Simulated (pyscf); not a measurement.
H₂Si=PH + PH₃ → H₂P–SiH₂–PH₂, an addition across a multiple bond or ene-type step (singlet surface; H–P broken, H–P, P–Si formed). Optimised with ωB97X-D3(BJ)/def2-SVP in PySCF. MP2 and CC: frozen core, UHF for open shells. ΔMP2 is the change of the MP2 total energy from the triple- to the quadruple-zeta basis. Energies in kJ/mol from the separated reactants.

Small-basis levels: PySCF, no dispersion term, spherical d functions. AM1 to PM7: differences of heats of formation from MOPAC, which are fitted to 298 K values and so differ in kind from electronic energies by zero-point and thermal terms. GFN2-xTB: tblite. Cost: rough CPU time at the saddle relative to B3LYP/6-31G*, from one job on a shared machine.

```tsv
level	barrier	reaction energy	cost
HF/3-21G	226.7	-149.5	0.05
HF/6-31G*	200.8	-163.6	0.07
BP86/6-31G*	93.4	-146.6	1
B3LYP/3-21G	155.3	-139.4	0.7
B3LYP/LANL2DZ	?	-124.8	0.5
B3LYP/6-311+G**	120.0	-139.1	1
PBE/def2-SVP	73.0	-154.7	1
B3LYP/def2-SVP	?	-143.7	1
GFN2-xTB	118.5	-118.1	under 0.02
AM1	92.0	-135.0	under 0.02
PM3	55.5	-161.2	under 0.02
PM7	402.8	+1.7	under 0.02
CCSD(T)/def2-TZVPP + ΔMP2(QZVPP)	?	-157.4	–
```

Question: Fill in the missing entries.

Answer: 
- B3LYP/LANL2DZ, barrier: 172.6
- B3LYP/def2-SVP, barrier: 116.3
- CCSD(T)/def2-TZVPP + ΔMP2(QZVPP), barrier: 102.3

Against the last row the barrier runs from -46.9 (PM3) to +300.5 kJ/mol (PM7); BP86/6-31G* happens to lie closest here (8.9 kJ/mol apart). CCSD(T)/def2-TZVPP + ΔMP2(QZVPP) has limits of its own. On the reactant side the descent ends in a complex (not fully relaxed), 30.0 kJ/mol under the separated species and 118.3 kJ/mol under the saddle at ωB97X-D3(BJ)/def2-TZVP. At the saddle there is also a short H–Si contact that neither side keeps. At ωB97X-D3(BJ)/def2-TZVP the barrier from the zero used here is 88.3 kJ/mol. This is the saddle that the search found; another between the same sides may lie lower. The CCSD(T) − MP2 part came from Ansatz, without density fitting, on the same reference.
